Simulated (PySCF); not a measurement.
**Sulfur: a sound run and one with changed settings**

Sound run: S [Ne] 3s2 3p4, S⁺ [Ne] 3s2 3p3. Computed with PySCF 2.14 in def2-SVP (4s3p1d, 18 functions), with the non-relativistic Hamiltonian (point nucleus). In the sound run the correlated levels freeze [Ne]. The sound run starts from symmetry-adapted Hartree-Fock orbitals and uses a fine grid where one is needed.

Changed run: a valence shell is frozen. This setting is unsound on purpose.

| species | method | sound run (hartree) | changed run (hartree) | converged |
| --- | --- | --- | --- | --- |
| S | MP2 | -397.44843 | -397.40466 | yes |
| S | CCSD(T) | -397.46790 | -397.41318 | yes |
| S⁺ | MP2 | -397.09698 | -397.04491 | yes |
| S⁺ | CCSD(T) | -397.11630 | -397.05019 | yes |

Ionisation energy of S:

```
 method  sound run (eV)  changed run (eV)
    UHF           9.190             9.190
    MP2           9.563             9.789
SCS-MP2           9.603             9.940
   CCSD           9.563             9.873
CCSD(T)           9.568             9.877
```

Freezing a valence shell removes pair correlation that changes on ionisation.

For comparison, NIST gives 10.360 eV between the lowest levels.
